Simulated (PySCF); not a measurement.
**How the method moves the HOMO and LUMO of CH3CH2CF(CH3)2**

Species: CH3CH2CF(CH3)2, C5H11F.
Atom-mapped SMILES: `[CH3:1][CH2:2][C:3]([CH3:4])([CH3:5])[F:6]` (hydrogens: H7, H8, H9 on C1; H10, H11 on C2; H12, H13, H14 on C4; H15, H16, H17 on C5)

Cartesian coordinates in Å at the PBE0-D3(BJ)/def2-SVP level; atoms count from 1:
```xyz
17
C5H11F angstrom
C      1.981   -0.568    0.182
C      0.933    0.436   -0.268
C     -0.472    0.181    0.276
C     -1.420    1.302   -0.109
C     -1.027   -1.178   -0.114
F     -0.378    0.193    1.671
H      2.986   -0.256   -0.140
H      1.986   -0.650    1.278
H      1.801   -1.571   -0.232
H      1.227    1.446    0.062
H      0.877    0.474   -1.369
H     -1.548    1.351   -1.200
H     -2.406    1.142    0.351
H     -1.028    2.269    0.239
H     -0.396   -1.985    0.282
H     -1.082   -1.280   -1.208
H     -2.039   -1.305    0.299
```

Basis pcSseg-1 throughout (PySCF), one geometry. The structure is a single PBE0-D3(BJ)/def2-SVP conformer in the gas phase; no vibrational or solvent corrections.

Q: How do the orbital energies, the gap and the dipole change with the method?

A: 
```
   method                    kind  HOMO (eV)  LUMO (eV)  gap (eV)  μ (D)  SCF cycles
     BLYP                     GGA      -7.22       0.50      7.71   1.67          13
     OPBE                     GGA      -7.24       0.80      8.04   1.68          14
      PBE                     GGA      -7.30       0.48      7.78   1.67          14
    B97-D                     GGA      -7.34       0.64      7.98   1.71          14
     BP86                     GGA      -7.41       0.56      7.97   1.69          13
      LDA                     LDA      -7.43       0.27      7.70   1.74          13
      KT2                     GGA      -7.43       0.38      7.82   1.68          14
      KT3                     GGA      -7.46       0.38      7.84   1.67          14
    B97-2           global hybrid      -8.60       1.35      9.95   1.80          12
    B3LYP           global hybrid      -8.64       0.99      9.63   1.79          12
     PBE0           global hybrid      -8.86       1.32     10.18   1.80          12
 mPW1PW91           global hybrid      -8.90       1.35     10.26   1.82          12
CAM-B3LYP  range-separated hybrid     -10.31       2.15     12.46   1.83          12
BHandHLYP           global hybrid     -10.32       1.99     12.31   1.91          12
  wB97X-D  range-separated hybrid     -10.78       3.13     13.91   1.84          12
  LC-wPBE  range-separated hybrid     -11.62       3.50     15.12   1.85          12
       HF            Hartree–Fock     -12.49       4.16     16.65   2.05          10
```

The HOMO spans 5.27 eV, from BLYP down to HF, and the gap runs from 7.70 eV (LDA) to 16.65 eV (HF). Over the methods BLYP (0 %), OPBE (0 %), PBE (0 %), B97-D (0 %), BP86 (0 %), LDA (0 %), KT2 (0 %), KT3 (0 %), B97-2 (21 %), B3LYP (20 %), PBE0 (25 %), mPW1PW91 (25 %), BHandHLYP (50 %), HF (100 %), a straight line through the gap against the share of exact exchange rises by 0.88 eV for each 10 % (correlation coefficient 0.999). The dipole ranges from 1.67 D (KT3) to 2.05 D (HF). This basis has no diffuse functions.

The vertical ΔSCF ionisation energy at CAM-B3LYP/def2-SVPD is 11.18 eV; −ε(HOMO) comes closest to it with wB97X-D (10.78 eV).
